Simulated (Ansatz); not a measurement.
# NH4+ with NH3: superposition error and deformation

One table from this session's results is given with a row withheld; the runs are named, their logs left out.

Computed with Ansatz 0.2.0, Gaussian basis. Level: PBE0-D4 structures, single points in def2-TZVPPD.

Levels: PBE-D4, revPBE-D4, BLYP-D4, r2SCAN-D4, B97M-V, PBE0-D4, B3LYP-D4, HSE06-D4, wB97X-V, wB97M-V, B2PLYP, Hartree-Fock, MP2, CCSD, CCSD(T).

Cores are frozen in the correlated methods. B3LYP uses VWN-RPA correlation. B2PLYP carries no dispersion term here.

129 further runs of the same task are left out: 129 set aside as unsound or not needed.

## Where the work starts

The relaxed pair: 9 atoms, charge 1, spin multiplicity 1.

Atoms are counted from 1 here; the program's logs count them from 0.

Bond lengths: N1–H2 1.019 Å, N1–H3 1.019 Å, N1–H4 1.019 Å, N1–H5 1.178 Å, N6–H7 1.017 Å, N6–H8 1.017 Å, N6–H9 1.017 Å. Angles: H2–N1–H3 108.1°, H2–N1–H4 108.1°, H2–N1–H5 110.8°, H3–N1–H4 108.1°, H3–N1–H5 110.8°, H4–N1–H5 110.8°, H7–N6–H8 106.6°, H7–N6–H9 106.6°, H8–N6–H9 106.6°.

Geometry (Å):

```
N    -0.06565   -0.04747   -1.30925
H     0.36344    0.77835   -1.72339
H     0.41942   -0.86888   -1.66646
H    -1.03417   -0.09118   -1.62178
H    -0.00668   -0.00482   -0.13313
N     0.06648    0.04809    1.32581
H     1.02571    0.09208    1.66117
H    -0.41179    0.86155    1.70535
H    -0.35676   -0.76763    1.76167
```

Atoms 1 to 5 are fragment A (NH4+), the rest fragment B (NH3). From earlier runs, pair energy (eV) and counterpoise interaction (meV):

| method | E(pair) | interaction |
| --- | --- | --- |
| PBE-D4 | -3086.06664 | -1654 |
| revPBE-D4 | -3089.27145 | -1608 |
| BLYP-D4 | -3088.71972 | -1565 |
| r2SCAN-D4 | -3088.10121 | -1645 |
| B97M-V | -3089.21926 | -1576 |
| PBE0-D4 | -3086.34739 | -1652 |
| B3LYP-D4 | -3090.21479 | -1585 |
| HSE06-D4 | -3086.17374 | -1653 |
| wB97X-V | -3088.75946 | -1551 |
| wB97M-V | -3088.00584 | -1534 |
| B2PLYP | -3087.28895 | -1522 |
| MP2 | -3082.92906 | -1504 |
| CCSD(T) | -3084.05061 | -1469 |

First each fragment is run alone in its own basis, frozen in the shape it has in the pair (a, b).

The first run:

a/in.yaml reads:

```yaml
crystal:
  periodic: [false, false, false]
  atoms:
    - {symbol: N, position_ang: [-0.065652, -0.047468, -1.309254]}
    - {symbol: H, position_ang: [0.363444, 0.778354, -1.723392]}
    - {symbol: H, position_ang: [0.419425, -0.868881, -1.666458]}
    - {symbol: H, position_ang: [-1.034174, -0.091184, -1.621777]}
    - {symbol: H, position_ang: [-0.006677, -0.004816, -0.133127]}
basis:
  gaussian: {orbitals: "def2-TZVPPD.json"}
total_charge: 1
hamiltonian: {xc: pbe, dispersion: d4}
```

b/in.yaml reads:

```yaml
crystal:
  periodic: [false, false, false]
  atoms:
    - {symbol: N, position_ang: [0.066483, 0.048091, 1.325814]}
    - {symbol: H, position_ang: [1.025707, 0.092084, 1.661173]}
    - {symbol: H, position_ang: [-0.411792, 0.861551, 1.705350]}
    - {symbol: H, position_ang: [-0.356764, -0.767631, 1.761672]}
basis:
  gaussian: {orbitals: "def2-TZVPPD.json"}
hamiltonian: {xc: pbe, dispersion: d4}
```

The basis file named in the input lies beside it (Basis Set Exchange, JSON).

One command serves all of them, each in its own folder.

Launch:

```
$ ansatz run in.yaml --threads 2 --pin off --events-out ev --progress --plain --max-ram 5222MiB
```

Among the steps run: PBE-D4/def2-TZVPPD; r2SCAN-D4/def2-TZVPPD; PBE0-D4/def2-TZVPPD; B3LYP-D4/def2-TZVPPD; wB97X-V/def2-TZVPPD; wB97M-V/def2-TZVPPD; B2PLYP/def2-TZVPPD; BLYP-D4/def2-TZVPPD; revPBE-D4/def2-TZVPPD; B97M-V/def2-TZVPPD; HSE06-D4/def2-TZVPPD; CCSD(T)/def2-TZVPPD; Relaxing NH4+ alone; Relaxing NH3 alone.

One table of the session follows, with a row left open; its other results are not shown here.

| method | interaction with counterpoise (meV) |
| --- | --- |
| PBE-D4 | -1654 |
| revPBE-D4 | -1608 |
| BLYP-D4 | -1565 |
| r2SCAN-D4 | -1645 |
| B97M-V | -1576 |
| PBE0-D4 | -1652 |
| B3LYP-D4 | -1585 |
| HSE06-D4 | -1653 |
| wB97X-V | -1551 |
| wB97M-V | -1534 |
| B2PLYP | -1522 |
| Hartree-Fock | -1335 |
| MP2 | -1504 |
| CCSD | ? |
| CCSD(T) | -1469 |

Q: Estimate the row for CCSD from the others.

**Answer.** interaction with counterpoise (meV): -1443. In the column «interaction with counterpoise (meV)» it lies between CCSD(T) (-1469) and Hartree-Fock (-1335).
